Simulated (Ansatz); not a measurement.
**C₂H₃F₃O: small, medium and large basis sets**

An exercise on one series of results from a longer session: the logs are not shown, and one member is left open.

Computed with Ansatz 0.2.0, Gaussian basis. Level: one geometry, several basis sets.

The runs, in order: PBE0-D4/def2-SVP; ωB97M-V/def2-SVP; PBE0-D4/def2-QZVPP; ωB97M-V/def2-QZVPP; CCSD(T)/cc-pV(D+d)Z; CCSD(T)/cc-pV(T+d)Z; MP2/cc-pV(Q+d)Z; the functionals' def2-TZVPP values are taken from earlier runs.

**The geometry**

An earlier PBE0-D4 in a triple-zeta def2 set relaxation fixed the geometry.

SMILES `OCC(F)(F)F`, 9 atoms, charge 0, spin multiplicity 1.

Atoms are counted from 1 here; the program's logs count them from 0.

Bond lengths: O1–C2 1.394 Å, O1–H7 0.962 Å, C2–C3 1.515 Å, C2–H8 1.091 Å, C2–H9 1.097 Å, C3–F4 1.332 Å, C3–F5 1.345 Å, C3–F6 1.338 Å. Angles: C2–O1–H7 108.8°, O1–C2–C3 112.2°, O1–C2–H8 107.8°, O1–C2–H9 113.2°, C3–C2–H8 107.8°, C3–C2–H9 107.1°, H8–C2–H9 108.5°, C2–C3–F4 112.6°, C2–C3–F5 110.7°, C2–C3–F6 110.5°, F4–C3–F5 107.3°, F4–C3–F6 107.9°, F5–C3–F6 107.6°.

Set-up of the first run:

The input, in.yaml:

```yaml
crystal:
  periodic: [false, false, false]
  atoms:
    - {symbol: O, position_ang: [0.267255, -1.505986, -0.521930]}
    - {symbol: C, position_ang: [0.133572, -0.525941, 0.461052]}
    - {symbol: C, position_ang: [-0.345809, 0.793862, -0.107351]}
    - {symbol: F, position_ang: [-1.549425, 0.702624, -0.670528]}
    - {symbol: F, position_ang: [0.503048, 1.241077, -1.049589]}
    - {symbol: F, position_ang: [-0.409727, 1.722414, 0.853453]}
    - {symbol: H, position_ang: [0.947456, -1.231219, -1.143696]}
    - {symbol: H, position_ang: [-0.613281, -0.871763, 1.177073]}
    - {symbol: H, position_ang: [1.066901, -0.325078, 1.001515]}
basis:
  gaussian: {orbitals: def2-SVP}
hamiltonian: {xc: pbe0, dispersion: d4}
output: {orbitals: {seedname: orbitals}}
```

Started as:

```
ansatz run in.yaml --threads 2 --pin off --events-out ev --progress --plain --max-ram 22528MiB --backend cpu
```

Among the steps run: PBE0-D4 in def2-SVP; ωB97M-V in def2-SVP; PBE0-D4 in def2-QZVPP; ωB97M-V in def2-QZVPP.

One of the session's tables, all rows but one given; the rest of the session is left out.

It belongs to the step «Functionals by basis». 

| functional | basis | HOMO (eV) | LUMO (eV) |
| --- | --- | --- | --- |
| PBE0-D4 | def2-SVP | ? | ? |
| PBE0-D4 | def2-TZVPP | -8.85 | 0.85 |
| PBE0-D4 | def2-QZVPP | -8.91 | 0.45 |
| ωB97M-V | def2-SVP | -11.04 | 3.29 |
| ωB97M-V | def2-TZVPP | -11.32 | 2.34 |
| ωB97M-V | def2-QZVPP | -11.38 | 1.69 |

**Question.** Estimate the row for PBE0-D4, def2-SVP.

The run gave: HOMO (eV): -8.59; LUMO (eV): 1.56. In the column «HOMO (eV)» it is the highest.
